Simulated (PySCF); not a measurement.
Excitations are Tamm–Dancoff values on a coarser integration grid. The basis has no diffuse functions, so Rydberg states are missing or too high.

**CHF3, SMILES `FC(F)F` (charge 0, multiplicity 1)**

These are PBE-D3(BJ)/def2-TZVP // B3LYP-D3(BJ)/def2-TZVP (PySCF) values and carry that method's errors.

```
Item                                                          Result
-------------------------------------------  -----------------------
HOMO                                                        -9.46 eV
dipole moment                                                 1.47 D
LUMO                                                         1.12 eV
HOMO–LUMO gap                                               10.58 eV
S1 excitation (TDA)                                         10.86 eV
S1 oscillator strength                                         0.000
brightest of the four lowest singlets (TDA)                 10.97 eV
T1 excitation (TDA)                                         10.07 eV
S1–T1 gap (TDA)                                              0.79 eV
total energy                                            -338.0680 Ha
cost                                         roughly 26 core-seconds
```

Bond lengths (Å): F1–C2 1.340, C2–F3 1.340, C2–F4 1.340, C2–H5 1.090. Angles (°): F1–C2–F3 108.5, F1–C2–F4 108.5, F1–C2–H5 110.4, F3–C2–F4 108.5, F3–C2–H5 110.4, F4–C2–H5 110.4.
